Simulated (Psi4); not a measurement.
Internal rotation in SMILES O=CC=O. Scanned: dihedral O1–C2–C3–O4; all other coordinates were relaxed at GFN2-xTB. Points at φ and −φ are mirror images.

Geometry of the scan point at -20° (Å):
```
6

O     -1.2963     1.1345     0.0764
C     -0.7383     0.0791     0.0367
C      0.7729    -0.0873    -0.0643
O      1.5177     0.7630    -0.4504
H     -1.2834    -0.8849     0.0681
H      1.1256    -1.0859     0.2611
```

Calculation: DF-MP2 (frozen core)/cc-pVTZ // GFN2-xTB (Psi4 1.11).

Scanned values (°): -160, -140, -120, -100, -80, -60, -40, -20, 0, 20, 40, 60, 80, 100, 120, 140, 160, 180.

Task: Locate the minima and the barriers on this grid.

Result: Lower than their neighbours: 0° (4.3 kcal/mol), 180° (0.0 kcal/mol). Higher than their neighbours: -80° (7.3 kcal/mol), 80° (7.3 kcal/mol). The whole profile spans 7.3 kcal/mol.
